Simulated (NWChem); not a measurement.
System: acetonitrile (C$_{2}$H$_{3}$N); SMILES CC#N

Here is an NWChem input.

```
start job
memory heap 200 mb stack 900 mb global 1100 mb
geometry units angstroms noautoz
  C      0.000000     0.000000    -1.162534
  C      0.000000     0.000000     0.290673
  N      0.000000     0.000000     1.447563
  H      1.019593     0.155513    -1.542979
  H     -0.375118    -0.960750    -1.542979
  H     -0.644475     0.805237    -1.542979
end
basis spherical
  C library def2-svp
  N library def2-svp
  H library def2-svp
end
dft
  xc xpbe96 cpbe96
  iterations 150
  mulliken
end
task dft energy
```

Output (shortened):

```
             Northwest Computational Chemistry Package (NWChem) 7.3.0
             --------------------------------------------------------

 C3V symmetry detected

                             Geometry "geometry" -> ""
                             -------------------------

 Output coordinates in angstroms (scale by  1.889725989 to convert to a.u.)

  No.       Tag          Charge          X              Y              Z
 ---- ---------------- ---------- -------------- -------------- --------------
    1 C                    6.0000     0.00000000     0.00000000    -1.17493573
    2 C                    6.0000    -0.00000000    -0.00000000     0.27827127
    3 N                    7.0000    -0.00000000    -0.00000000     1.43516127
    4 H                    1.0000     0.72929908     0.72929908    -1.55538073
    5 H                    1.0000     0.26694199    -0.99624107    -1.55538073
    6 H                    1.0000    -0.99624107     0.26694199    -1.55538073

 Effective nuclear repulsion energy (a.u.)      58.4295723247

      Symmetry information
      --------------------

 Group name             C3v
 Group number             17
 Group order               6
 No. of unique centers     4

  pbe96 is a nonlocal functional; adding pw91lda local functional.

                                 NWChem DFT Module
                                 -----------------

 Summary of "ao basis" -> "ao basis" (spherical)
 ------------------------------------------------------------------------------
       Tag                 Description            Shells   Functions and Types
 ---------------- ------------------------------  ------  ---------------------
 C                          def2-svp                 6       14   3s2p1d
 N                          def2-svp                 6       14   3s2p1d
 H                          def2-svp                 3        5   2s1p

      Symmetry analysis of basis
      --------------------------

        a1         22
        a2          1
        e          34

  Rotation of axis

            General Information
            -------------------
          SCF calculation type: DFT
          Wavefunction type:  closed shell.
          No. of atoms     :     6
          No. of electrons :    22
           Alpha electrons :    11
            Beta electrons :    11
          Charge           :     0
          Spin multiplicity:     1
          Use of symmetry is: on ; symmetry adaption is: on
          Maximum number of iterations: 150
          AO basis - number of functions:    57
                     number of shells:    27
          Convergence on energy requested:  1.00D-06
          Convergence on density requested:  1.00D-05
          Convergence on gradient requested:  5.00D-04

              XC Information
              --------------
          PerdewBurkeErnzerhof Exchange Functional  1.000
            Perdew 1991 LDA Correlation Functional  1.000 local
           PerdewBurkeErnz. Correlation Functional  1.000 non-local

             Grid Information
             ----------------
          Grid used for XC integration:  medium
          Radial quadrature: Mura-Knowles
          Angular quadrature: Lebedev.
          Tag              B.-S. Rad. Rad. Pts. Rad. Cut. Ang. Pts.
          ---              ---------- --------- --------- ---------
          C                   0.70       49           7.0       434
          N                   0.65       49           9.0       434
          H                   0.35       45           8.0       434
          Grid pruning is: on
          Number of quadrature shells:   192
          Spatial weights used:  Erf1

      Superposition of Atomic Density Guess
      -------------------------------------

 Sum of atomic energies:        -130.99163968

      Non-variational initial energy
      ------------------------------

 Total energy =    -132.477213
 1-e energy   =    -290.940955
 2-e energy   =     100.034169
 HOMO         =      -0.417267
 LUMO         =       0.057196

      Symmetry analysis of molecular orbitals - initial
      -------------------------------------------------

  Numbering of irreducible representations:

     1 a1          2 a2          3 e

  Orbital symmetries:

     1 a1          2 a1          3 a1          4 a1          5 a1
     6 a1          7 e           8 e           9 a1         10 e
    11 e          12 e          13 e          14 a1         15 e
    16 e          17 a1         18 a1         19 e          20 e
    21 a1

     ---------------------------------------------
      Total Density - Mulliken Population Analysis
     ---------------------------------------------

    Atom       Charge   Shell Charges
 -----------   ------   -------------------------------------------------------
    1 C    6     6.11   1.99  0.94  0.09  2.01  1.05  0.02
    2 C    6     5.73   1.99  0.98  0.26  1.64  0.80  0.06
    3 N    7     7.58   1.99  1.13  0.56  2.41  1.46  0.03
    4 H    1     0.86   0.65  0.19  0.02
    5 H    1     0.86   0.65  0.19  0.02
    6 H    1     0.86   0.65  0.19  0.02

   convergence    iter        energy       DeltaE   RMS-Dens  Diis-err
 ---------------- ----- ----------------- --------- --------- ---------
 d= 0,ls=0.0,diis     1   -132.3978608497 -1.91D+02  3.15D-02  6.31D-01
 d= 0,ls=0.0,diis     2   -131.8403246489  5.58D-01  2.40D-02  5.03D+00
 d= 0,ls=0.0,diis     3   -132.4815185008 -6.41D-01  1.74D-03  1.88D-02
 d= 0,ls=0.0,diis     4   -132.4830303708 -1.51D-03  7.80D-04  3.52D-03
 d= 0,ls=0.0,diis     5   -132.4834575661 -4.27D-04  2.52D-04  5.91D-04
  Resetting Diis
 d= 0,ls=0.0,diis     6   -132.4835288172 -7.13D-05  5.47D-05  1.32D-05
 d= 0,ls=0.0,diis     7   -132.4835301535 -1.34D-06  4.39D-05  1.18D-06
 d= 0,ls=0.0,diis     8   -132.4835298871  2.66D-07  2.64D-05  3.49D-06
 d= 0,ls=0.0,diis     9   -132.4835302446 -3.57D-07  8.65D-06  9.35D-07

[...]
```

Level: PBE/def2-SVP. Structure relaxed at the PBE0/def2-SVP level.
